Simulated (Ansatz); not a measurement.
Process, species as SMILES: N#N (N2) + H+ → N#[NH+]
B3LYP-D3(BJ)/def2-TZVP geometries, fixed; electronic energies without zero-point terms; positive where energy is released.
Largest species:
```xyz
3

N      0.0000     0.0000    -0.4376
N      0.0000     0.0000     0.6484
H      0.0000     0.0000    -1.4756
```
Charge +1, spin multiplicity 1.

Basis-set convergence of the proton affinity at MP2 with Ansatz (a program for electronic structure). Cartesian d functions, on some or all atoms, in 6-31G*, 6-31+G*; all else is spherical. Cores are frozen. No added dispersion term, no relativity. Functions are those of the species that has most. Reference: Hartree-Fock in aug-cc-pVQZ plus the correlation part extrapolated as X^-3 from aug-cc-pVTZ and aug-cc-pVQZ, 121.26 kcal/mol, itself unsure by roughly 0.12 kcal/mol (a third of the extrapolation step and of the last Hartree-Fock step).

```
basis              functions  proton affinity (kcal/mol)
-----------------  ---------  --------------------------
STO-3G                    11                           ?
3-21G                     20                           ?
6-31G                     20                      124.96
pcseg-0                   20                      117.08
def2-SV(P)                30                      117.82
6-31G*                    32                      119.65
cc-pVDZ                   33                      124.96
6-31+G*                   40                      117.27
6-311G**                  42                           ?
aug-cc-pVDZ               55                           ?
cc-pVTZ                   74                      123.15
pcseg-2                   74                      122.77
def2-TZVPD                83                      120.54
def2-TZVPPD               91                      122.06
6-311++G(3df,3pd)         96                      122.04
cc-pVQZ                  140                      122.20
pcseg-3                  153                      122.08
aug-pcseg-3              219                      121.93
```

**Question.** What belongs in the gaps?

**Answer.** 
- STO-3G, proton affinity (kcal/mol): 141.65
- 3-21G, proton affinity (kcal/mol): 130.25
- 6-311G**, proton affinity (kcal/mol): 124.31
- aug-cc-pVDZ, proton affinity (kcal/mol): 119.84
